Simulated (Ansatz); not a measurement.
Compare A (`CC[SiH2]C`) with its isomer B (`CC(C)[SiH3]`).

Program: Ansatz. Geometries: PBE0-D4/def2-TZVP. ΔE: electronic, gas phase. CBS: MP2 limit from def2 TZ/QZ plus the TZ coupled-cluster correction, frozen cores. Functionals use def2-TZVPP. Each species was taken in one conformer, which may not be the lowest.

Task: Which isomer does CCSD(T)/CBS put lower? Give the gap. (An estimate is asked.)

Result: Ansatz gave: A, by 10.5 kcal/mol.

Task: Give E(B) − E(A) in kcal/mol with MP2/def2-TZVPP, CCSD(T)/def2-TZVPP, PBE-D4, CCSD(T)/def2-SVP, r2SCAN-D4, B2PLYP, ωB97M-V. (Estimate.)

Result: Computed: MP2/def2-TZVPP 10.4, CCSD(T)/def2-TZVPP 10.1, PBE-D4 10.8, CCSD(T)/def2-SVP 7.1, r2SCAN-D4 11.4, B2PLYP 10.9, ωB97M-V 11.0. None reverses the order clearly.

Task: Does the order hold for the free energy at 298.15 K (harmonic terms from PBE0-D4)? (Best estimate.)

Result: Ansatz gave: Yes: G(B) − G(A) = +10.5 kcal/mol, for one conformer each.

Largest T1 diagnostic: 0.010.

At CCSD(T), def2-SVP lies −3.5 kcal/mol from the extrapolated value and def2-TZVPP −0.4 kcal/mol. Leaving LDA and LC-ωPBE aside and taking each functional with its dispersion term where it has one, the values, not all of them listed here, spread over 1.3 kcal/mol, from revPBE-D4 to r2SCAN-D4. LDA lies −1.3 kcal/mol from PBE without D4.
